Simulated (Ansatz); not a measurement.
Rhombohedral A7 Sb was calculated with PBE0-D3(BJ) in Ansatz (plane waves, PAW).

Run with plane-wave cutoff 460 eV, 8×8×8 k mesh, Fermi–Dirac smearing 0.05 eV, scalar-relativistic PAW data made under PBE.

Computed at the level's own relaxed cell.

What does this level give for the lattice parameter a and c axis length?


- lattice parameter a: 4.259 Å
- c axis length: 11.129 Å

Measured, for comparison: lattice constant a 4.301 Å, lattice parameter c 11.232 Å (78 K, zero-point motion not removed; as tabulated in Schiferl, Barrett, J. Appl. Cryst. 2, 30 (1969), COD 9009654). Computed (rounded) less measured: lattice constant a -1.0 %, lattice parameter c -0.9 %.

Spin–orbit coupling is not included.

Ansatz is a program for electronic structure.
